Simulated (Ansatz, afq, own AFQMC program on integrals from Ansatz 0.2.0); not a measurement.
AFQMC on a folder of integrals that Ansatz 0.2.0 wrote.

```yaml
crystal:
  periodic: [false, false, false]
  atoms:
    - {symbol: Si, position_ang: [0.000000, 0.000000, 1.349141]}
    - {symbol: C, position_ang: [0.000000, 0.000000, -0.134859]}
    - {symbol: H, position_ang: [0.000000, 0.000000, -1.214282]}
basis:
  gaussian: {orbitals: 6-31G}
magnetization: {spin_polarized: true, initial_magnetization: 1}
correlation: {method: ccsd_t, electrons: outside_noble_gas, hamiltonian_folder: ham}
```

```sh
$ ansatz run in.yaml --threads 1 --pin off --events-out ev --progress --plain --max-ram 16896MiB --backend cuda --devices 0, --max-vram 18GiB
```

Options of the walk:

```
--method phaseless --trial cisd --walkers 4000 --populations 20 --least-time 60 --time-step 0.005 --steps-per-block 50 --equilibration-blocks 28 --max-blocks 4000 --target-error 0.00018 --factor-cut 1e-05 --start spin_pure --seed 3236 --release-times 0.24,0.51,0.99,1.62,2.4 --release-step 0.03 --release-every 3 --taylor-order 6
```

Times are imaginary, in 1/Eh. The walk had a cap of 122 s. With eight or more populations the least sampling time is a fifth of least-time, and the error comes from their spread.

```
orbitals 18  electrons 5 4  factors 112 of 299
reference energy -327.14795651 Eh
CCSD correlation -0.12884779 Eh in 11 cycles, weight of the determinant in the CISD state 0.8985
energy of the start -327.275576 Eh
 block  time / (1/Eh)  mean weight  energy / Eh
     1     0.250  1.0000  -327.274955
     2     0.500  0.9999  -327.275782
     3     0.750  1.0000  -327.276824
     4     1.000  1.0001  -327.277460
     5     1.250  1.0001  -327.278597
     8     2.000  1.0001  -327.280233
    11     2.750  1.0001  -327.280557
    14     3.500  0.9999  -327.280426
    17     4.250  0.9999  -327.281073
    20     5.000  0.9999  -327.280710
    23     5.750  0.9998  -327.281433
    26     6.500  1.0000  -327.281346
    29     7.250  1.0001  -327.281219
    31     7.750  0.9999  -327.281999
    32     8.000  0.9998  -327.281109
    35     8.750  1.0001  -327.280997
    37     9.250  1.0000  -327.280121
    38     9.500  0.9999  -327.280491
    41    10.250  1.0000  -327.281000
    44    11.000  1.0000  -327.281626
    47    11.750  1.0000  -327.281219
    50    12.500  1.0000  -327.281916
    53    13.250  0.9997  -327.281255
    56    14.000  0.9999  -327.280659
    59    14.750  1.0000  -327.280785
    62    15.500  0.9999  -327.281079
    65    16.250  0.9999  -327.280999
    68    17.000  1.0001  -327.281874
    71    17.750  1.0000  -327.280661
    74    18.500  1.0000  -327.281690
    77    19.250  1.0000  -327.281696
    78    19.500  1.0000  -327.281365
error from the spread of 20 populations
released: time / (1/Eh)  energy / Eh  error  mean overlap
  0.24  -327.281270  0.000115  0.9994
  0.51  -327.281408  0.000080  1.0004
  0.99  -327.281517  0.000059  0.9992
  1.62  -327.281559  0.000068  0.9979
  2.40  -327.281513  0.000065  1.0011
energy -327.281091 +/- 0.000149 Eh
(rows thinned)
```

Task: Estimate how long the walk took on 1 × NVIDIA H100 80GB HBM3 with 2 threads of AMD EPYC 7R13 Processor (Zen 3) (shared host) (the card was shared).

Result: 19 s of wall time.

The run passed its tests (sampling time, drift between the halves within three errors, error under three times the target), which doesn't prove that it has relaxed.

Against this walk (error 4.0 meV) on the same determinant: CCSD(T) 16.8 meV higher, CCSDT(Q) 14.8 meV lower, CCSDTQ 15.0 meV lower, full CI 16.1 meV lower. The error is statistical and leaves out the bias of the constraint. Released to 2.40 1/Eh the energy lies 11 ± 4 meV (both errors) below the phaseless value, which shows part or all of the bias of the constraint, and full CI lies 4.6 meV below the released value. Full CI is exact here, so the walk's 16 meV above it is the walk's own error: the bias of the constraint with this trial.

Cautions: constraint bias not in the error; unrestricted determinant slightly spin contaminated (⟨S²⟩ 0.80 against 0.75).

CCSDT and higher add their correlation energy to the determinant of the CCSD(T) run, since their own runs factorise the integrals more tightly (a shift of under 2 meV).
